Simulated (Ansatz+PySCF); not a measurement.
A calculation with Ansatz (development build ahead of 0.2.0).

```yaml
crystal:
  periodic: [false, false, false]
  atoms:
    - { symbol: "N", position_ang: [0.0, 0.0, -0.47105] }
    - { symbol: H, position_ang: [0.0, 0.0, 3.29737] }
    - { symbol: O, position_ang: [30.0, 0.0, -0.59414] }
    - { symbol: O, position_ang: [30.0, 0.0, 0.59414] }
basis:
  gaussian: { orbitals: "6-31G" }
magnetization:
  spin_polarized: true
  initial_magnetization: 4
hamiltonian:
  xc: hf
correlation:
  method: mp2
  frozen_orbitals: { H: 0, "N": 1, O: 1 }
scf:
  omitted_lower_state_checks: [starts, atomic_configurations, cluster_reference, orbital_swaps, given_window_search, neighbouring_geometries, increment]
```

The input is written out in the form of the current development build from the run's settings.

The run gave:

* Converged: yes
* Reference energy: -204.42905 hartree
* Correlation energy: -0.25921 hartree
* Total energy: -204.68827 hartree
* Spin squared of the determinant: 7.037
* Stability test: minimum

Caution: the unrestricted determinant is a mixture of spin states.
